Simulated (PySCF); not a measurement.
**Löwdin shares of the frontier orbitals**

Species: Al(H2O)H3.
Structure used (PBE0-D3(BJ)/def2-SVP), in Å, numbered top down from 1:
```
atom  x, y, z in Å
Al1    0.027   -0.077   -0.897
O2     0.115   -0.125    1.131
H3    -0.730   -0.240    1.586
H4     0.563    0.622    1.549
H5     1.601   -0.029   -1.180
H6    -0.792    1.293   -1.088
H7    -0.784   -1.442   -1.100
```

The calculation used PySCF, TDDFT wB97X-D/def2-SVPD, vertical, gas phase, core orbitals frozen in the response.

Kohn–Sham orbitals with the atoms that hold most of them (Löwdin shares over 4%, at most four atoms; ? is withheld):

```json
{"orbital": "LUMO+2", "ε (eV)": "2.58", "atoms": "O2 39%, Al1 26%, H4 14%, H3 14%"}
{"orbital": "LUMO+1", "ε (eV)": "2.06", "atoms": "Al1 78%, H6 6%, H7 6%, H5 6%"}
{"orbital": "LUMO", "ε (eV)": "0.72", "atoms": "?"}
{"orbital": "HOMO", "ε (eV)": "?", "atoms": "Al1 38%, H6 37%, H5 12%, H7 9%"}
{"orbital": "HOMO-1", "ε (eV)": "-9.59", "atoms": "?"}
{"orbital": "HOMO-2", "ε (eV)": "-12.17", "atoms": "Al1 36%, H5 16%, H7 16%, O2 15%"}
{"orbital": "HOMO-3", "ε (eV)": "-14.30", "atoms": "O2 81%, H4 6%, H3 6%, Al1 5%"}
```

Question: Give the leading atoms of the LUMO.

Answer: O2 (bonded to Al and 2 H) 35%; Al1 (bonded to O and 3 H) 27%; H3 (bonded to O) 14%; H4 (bonded to O) 14%. By element: oxygen 35%, aluminium 27%, hydrogen 27% or more.

Question: Which atoms hold the HOMO-1, and with what shares?

Answer: Al1 (bonded to O and 3 H) 38%; H7 (bonded to Al) 30%; H5 (bonded to Al) 27%. By element: hydrogen 56% or more, aluminium 38%.

Question: What is the HOMO energy, and the HOMO–LUMO gap?

Answer: ε(HOMO) = -9.44 eV; the gap is 10.16 eV (0.3733 hartree).

Question: The HOMO–LUMO gap is 10.16 eV. Where does the response calculation put the lowest singlet, and from which orbitals?

Answer: S1 is at 5.93 eV (f = 0.0044), 4.22 eV below the gap, made of HOMO→LUMO (88%). Without the coupling terms of the response equations the lowest excitation would equal the gap.

Question: One configuration dominates each of S1, S2, S3 and S4. Which, and how do the shares of the two leading atoms of either orbital change from the occupied to the empty one?

Answer: 
- S1 (5.93 eV, f 0.0044), HOMO→LUMO (88%): Al1 38% → 27%, H6 37% → at most 12%, O2 at most 5% → 35%
- S2 (6.17 eV, f 0.015), HOMO-1→LUMO (86%): Al1 38% → 27%, H7 30% → at most 12%, O2 at most 4% → 35%
- S3 (7.44 eV, f 0.033), HOMO→LUMO+1 (79%): Al1 38% → 78%, H6 37% → 6%
- S4 (7.61 eV, f 0.036), HOMO-1→LUMO+1 (73%): Al1 38% → 78%, H7 30% → 6%, H6 at most 4% → 6%
